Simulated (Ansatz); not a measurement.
```yaml
crystal:
  periodic: [false, false, false]
  atoms:
    - {symbol: N, position_ang: [-1.345207, 0.302413, -0.003831]}
    - {symbol: As, position_ang: [0.240004, -0.074409, 0.000758]}
    - {symbol: H, position_ang: [0.853679, 1.328493, -0.003097]}
basis:
  gaussian: {orbitals: def2-TZVP}
magnetization: {spin_polarized: true, initial_magnetization: 1}
hamiltonian: {xc: pbe0}
relax: {f_tol: 0.004, max_steps: 80}
```

```sh
$ ansatz run in.yaml --threads 1 --pin off --events-out ev --progress --plain --max-ram 2176MiB
```

Steps of the relaxation (energy above the last step; positions in Å, forces in eV/Å):

```
3
step 1, 104.8 meV
N    -1.345    0.302   -0.004   -2.721    0.740   -0.008
As    0.240   -0.074    0.001    2.664   -1.113    0.009
H     0.854    1.328   -0.003    0.057    0.372   -0.001
```

```
3
step 2, 24.6 meV
N    -1.357    0.314   -0.004   -1.197    0.363   -0.004
As    0.257   -0.095    0.001    1.252   -0.395    0.004
H     0.849    1.338   -0.003   -0.055    0.031    0.000
```

```
3
step 3, 0.8 meV
N    -1.357    0.335   -0.004   -0.167    0.020    0.000
As    0.280   -0.116    0.001    0.168    0.061    0.000
H     0.825    1.337   -0.003   -0.001   -0.081    0.000
```

```
3
step 6, 0.0 meV
N    -1.363    0.332   -0.004    0.000    0.000    0.000
As    0.281   -0.111    0.001    0.000    0.000    0.000
H     0.830    1.335   -0.003    0.000    0.000    0.000
```

Close pairs at the end: As2–H3 1.547 Å, N1–As2 1.703 Å.

A stationary point of unrestricted PBE0 after 6 steps, with ⟨S²⟩ = 0.833 against 0.75 for a pure state; no frequencies were run, so it isn't proven a minimum. 23 s on 1 thread of Arm Neoverse V2, shared host.
